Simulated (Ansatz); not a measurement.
# SiH2 (SMILES [SiH2]): the vertical electron affinity, rung by rung

SiH2 has 3 atoms, charge 0, and is taken as a singlet. SMILES: `[SiH2]`. The coordinates come from a PBE0-D4/def2-TZVP relaxation.

```tsv
atom	x (Å)	y (Å)	z (Å)
Si	-0.4912	0.4686	-0.2136
H	0.8403	0.5786	0.5225
H	-0.3491	-1.0472	-0.3089
```

Each level gives the vertical electron affinity (to the doublet anion) (eV). The values are calculated.

The electron affinity is E(neutral) − E(anion): positive where the electron is bound.

| level | kind | program | value (eV) | less FCI/3-21G | CPU time (all runs) |
| --- | --- | --- | --- | --- | --- |
| B3LYP/3-21G | global hybrid | Ansatz | 0.79 | +0.53 | 1.6 s |
| BHLYP/3-21G | global hybrid | Ansatz | 0.71 | +0.45 | 1.7 s |
| r2SCAN0/3-21G | hybrid meta-GGA | Ansatz | 1.09 | +0.83 | 4 s |
| wB97M-V/3-21G | range-separated hybrid | Ansatz | 0.58 | +0.32 | 16 s |
| wB97X/3-21G | range-separated hybrid | Ansatz | 0.83 | +0.57 | 7 s |
| RPA@PBE/3-21G | RPA | Ansatz | 0.19 | -0.07 | 2 s |
| MP2/3-21G | perturbation theory | Ansatz | 0.34 | +0.08 | 0.24 s |
| CCSD(T)/3-21G | coupled cluster or CI | Ansatz | 0.26 | 0.00 | 0.54 s |
| FCI/3-21G | exact in the basis | Ansatz | 0.26 | 0.00 | 1.3 s |

FCI/3-21G is exact within its basis and frozen core, so for wave-function methods in that basis the difference is their error; functionals converge differently with the basis, so for them it is only a difference. The values span 0.19 to 1.09 eV. All rows use very small basis sets, so none should be taken for the real molecule's value. In so small a basis fixed costs decide the times, and correlated methods can beat functionals. Times are those of the runs behind each value, whatever else they computed, on shared processors of several kinds: orders of magnitude only.
